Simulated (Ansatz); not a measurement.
# Heat of formation of HNC (hydrogen isocyanide) from total energies

The species is HNC (3 atoms), meant as a singlet with charge 0. SMILES: `[C-]#[NH+]`. The coordinates come from a PBE0-D4/def2-TZVP relaxation.

```csv
atom,x (Å),y (Å),z (Å)
C,-0.6235,0.8835,-0.2415
N,0.0314,-0.0441,0.0122
H,0.5921,-0.8395,0.2293
```

Total energies at r2SCAN/cc-pVQZ-DK (sfX2C) (Ansatz 0.2.0); the atoms run unrestricted:

| species | state | energy (Eh) |
| --- | --- | --- |
| HNC | singlet | -93.429746 |
| C | triplet | -37.849385 |
| N | quartet | -54.612085 |
| H | doublet | -0.500100 |

Harmonic wavenumbers at PBE0-D4/def2-TZVP, in cm⁻¹: 484, 484, 2128, 3828.

Measured heats of formation of the gaseous atoms at 298.15 K, in kJ/mol: C 716.9, N 472.4, H 218.0. Take 1 Eh = 2625.50 kJ/mol, 1 cm⁻¹ = 0.0119627 kJ/mol, RT = 2.479 kJ/mol.

What heat of formation follows?


1. Electronic atomisation energy: (-37.849385) + (-54.612085) + (-0.500100) − (-93.429746) = 0.468176 Eh = 1229.2 kJ/mol.
2. Zero-point energy: half the sum of the wavenumbers, 3462 cm⁻¹ = 41.4 kJ/mol.
3. Thermal vibrational enthalpy, Σ hcν̃/(exp(hcν̃/kT) − 1): 1.2 kJ/mol. Translation, rotation and pV of a linear molecule: 3.5 RT = 8.7 kJ/mol.
4. The 3 free atoms carry 5/2 RT each: 18.6 kJ/mol.
5. Atomisation enthalpy at 298 K: 1229.2 − 41.4 − 1.2 − 8.7 + 18.6 = 1196.5 kJ/mol.
6. Sum of the atoms' heats of formation: 1407.3 kJ/mol. Heat of formation: 1407.3 − 1196.5 = +210.8 kJ/mol.

The tabulated value is +192.0 kJ/mol (Active Thermochemical Tables), so this level is off by +18.8 kJ/mol, or 1.6 % of the atomisation enthalpy that the table implies (1215.3 kJ/mol). Anharmonicity and any spin-orbit splitting of the molecule are left out.
